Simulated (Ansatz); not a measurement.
**Torsion profile**

SiNH5 (SMILES N[SiH3]), singlet, at its PBE0-D4/def2-TZVP minimum:

```xyz
7
angstrom
N -0.0977 -1.0710 -0.0209
Si 0.1280 0.6326 -0.0950
H -1.0177 -1.4578 -0.1574
H 0.4190 -1.6129 0.6529
H -0.5280 1.1265 -1.3332
H -0.4315 1.4166 1.0471
H 1.5892 0.8979 -0.1392
```

The dihedral angle H3–N1–Si2–H5 (-49.2° at the minimum) is set to the values below, the two halves turning rigidly about the central bond. Each method's energies count from its own value at the PBE0-D4 minimum structure. Program: Ansatz 0.2.0. Basis: def2-TZVPP. Cores are frozen in the correlated methods. B3LYP uses VWN-RPA correlation.

| dihedral angle (°) | CCSD(T) (kJ/mol) | B3LYP-D4 (kJ/mol) | wB97M-V (kJ/mol) | HF (kJ/mol) | r2SCAN-D4 (kJ/mol) |
| --- | --- | --- | --- | --- | --- |
| -40.5 | 0.26 | 0.24 | 0.24 | 0.26 | 0.24 |
| -25.5 | 1.82 | 1.67 | 1.64 | 1.83 | 1.68 |
| -10.5 | 4.27 | 3.93 | 3.88 | 4.28 | 3.98 |
| 4.5 | 6.80 | 6.32 | 6.22 | 6.76 | 6.41 |
| 19.5 | 8.67 | 8.14 | 8.00 | 8.50 | 8.28 |
| 34.5 | 9.43 | 8.96 | 8.79 | 9.10 | 9.14 |
| 49.5 | 9.11 | 8.75 | 8.57 | 8.64 | 8.97 |
| 64.5 | 8.10 | 7.83 | 7.65 | 7.56 | 8.05 |

Largest difference from the CCSD(T) curve over the scan: PBE-D4 0.55; PBE0-D4 0.61; MP2 0.07 kJ/mol. Each curve counts from its own value at the minimum.

T1 diagnostic: at most 0.010.

For scale, one of the runs: CCSD(T)/def2-TZVPP, 143 basis functions (an equivalent command: `ansatz run in.yaml --threads 2`). The run took 7.5 s on 2 CPU threads (shared host), with 0.8 GiB of host memory at its peak.
